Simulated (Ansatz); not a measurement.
`O=CC(O)F` + `N=CCl` → `N=C(Cl)C=O` + `OCF`  (formal exchange of groups at a C–C bond)

Calculated with Ansatz (gas phase, PBE0-D4/def2-TZVP geometries, no zero-point term in ΔE). CBS: MP2 limit from def2 TZ/QZ plus the TZ coupled-cluster correction, frozen cores. This one scheme is used for every species. Functionals use def2-TZVPP. One conformer a species, not always the lowest.

`O=CC(O)F`:

Z-matrix (Å, degrees):
```
C
C 1 1.527
F 1 1.392 2 104.0
O 1 1.350 2 111.6 3 -120.9
H 1 1.095 2 112.6 3 114.6
O 2 1.198 1 120.8 3 116.3
H 2 1.105 1 116.5 3 -60.8
H 4 0.970 1 107.5 2 19.4
```

`N=CCl`:

```xyz
5

N    -0.220   -0.492    0.833
C    -0.004    0.084   -0.253
Cl   -0.933   -0.293   -1.661
H     0.416   -0.149    1.551
H     0.741    0.851   -0.469
```

`N=C(Cl)C=O`:

Cartesian coordinates in Å:
```
N -0.439 -0.913 0.978
C -0.297 -0.242 -0.070
Cl -1.241 -0.383 -1.518
C 0.793 0.798 -0.109
O 1.024 1.497 -1.047
H -1.195 -1.593 0.924
H 1.355 0.836 0.843
```

`OCF`:

Cartesian coordinates in Å:
```
O 1.056 -0.138 -0.189
C -0.226 0.040 0.259
F -1.071 -0.920 -0.262
H 1.101 0.090 -1.122
H -0.648 1.010 -0.028
H -0.212 -0.082 1.343
```

```tsv
level	ΔE (kJ/mol)
PBE-D4	-10.9
revPBE	-11.7
CAM-B3LYP	-5.8
CCSD(T)/def2-TZVPP	-10.0
```

Q: What does CCSD(T)/CBS give? (Estimate.)

A: The calculation gave: -9.6 kJ/mol. The listed levels differ from it by -1.3, -2.1, 3.8, -0.4 kJ/mol.

Largest T1 diagnostic among the species: 0.014.

Leaving LDA and LC-ωPBE aside and taking each functional with its dispersion term where it has one, the values, not all of them listed here, spread over 8.6 kJ/mol, from BLYP-D4 to ωB97M-V. LDA lies +6.0 kJ/mol from PBE without D4. From BLYP to BHLYP (50 % exact exchange), in def2-TZVPP and without D4, ΔE moves by +3.5 kJ/mol.
